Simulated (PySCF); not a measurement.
C2H3ClS.
SMILES: `S=CCCl`

Level of theory: EOM-IP-CCSD/aug-cc-pVDZ in PySCF, restricted Hartree–Fock reference, 12 core orbitals frozen, non-relativistic, gas phase, PBE0-D3(BJ)/def2-SVP geometry.

Hartree–Fock orbital energies give these Koopmans values (eV): HOMO 9.81, HOMO-1 11.33, HOMO-2 12.46, HOMO-3 12.62, HOMO-4 14.56, HOMO-5 16.22, HOMO-6 16.77, HOMO-7 18.04.

Question: What vertical ionisation energies does EOM-IP-CCSD give?

Answer: 
```tsv
leading hole (HF orbital)	Koopmans (eV)	EOM-IP-CCSD (eV)	change (eV)	one-hole share
HOMO	9.81	9.20	-0.61	0.95
HOMO-1	11.33	11.24	-0.09	0.96
HOMO-2	12.46	11.51	-0.95	0.95
HOMO-3	12.62	11.81	-0.81	0.95
HOMO-4	14.56	13.58	-0.98	0.95
HOMO-6	16.77	15.00	-1.77	0.94
HOMO-5	16.22	15.28	-0.94	0.94
HOMO-7	18.04	16.37	-1.67	0.92
```

Question: Does the order of the lines follow the orbital energies?

Answer: No: the HOMO-6 hole (15.00 eV) falls below the HOMO-5 hole (15.28 eV). The corrections run from -1.77 to -0.09 eV, with a mean of -0.98 eV over the 8 lines; no line lies above its Koopmans value. Koopmans values leave out both the relaxation of the orbitals and the change in correlation energy.

Question: At what kinetic energies would He I light (21.22 eV) eject these electrons?

Answer: 12.02 eV (HOMO), 9.98 eV (HOMO-1), 9.71 eV (HOMO-2), 9.41 eV (HOMO-3), 7.64 eV (HOMO-4), 6.22 eV (HOMO-6), 5.94 eV (HOMO-5), 4.85 eV (HOMO-7).

Question: What total energy has the lowest final state, and which wavelength reaches it?

Answer: E(CCSD) + ionisation energy = -935.11279 + 0.33796 = -934.77483 Eh, at the geometry of the initial state. The threshold wavelength is 1239.84 eV nm/9.20 eV = 134.8 nm.

One root was sought for each valence orbital with −ε under 21 eV, eight at most, so deeper holes and satellites are missing; no vibrational structure.

On one thread, Arm Neoverse V1 (aarch64), shared host with 32 logical CPUs at a one-minute load of 7.7, this took 89 s wall and 1.5 GiB of memory at its peak.

Shape of the structure used: `[S:1]=[CH:2][CH2:3][Cl:4]`: S1–C2–C3–Cl4 137°.

One conformer stands for the species.
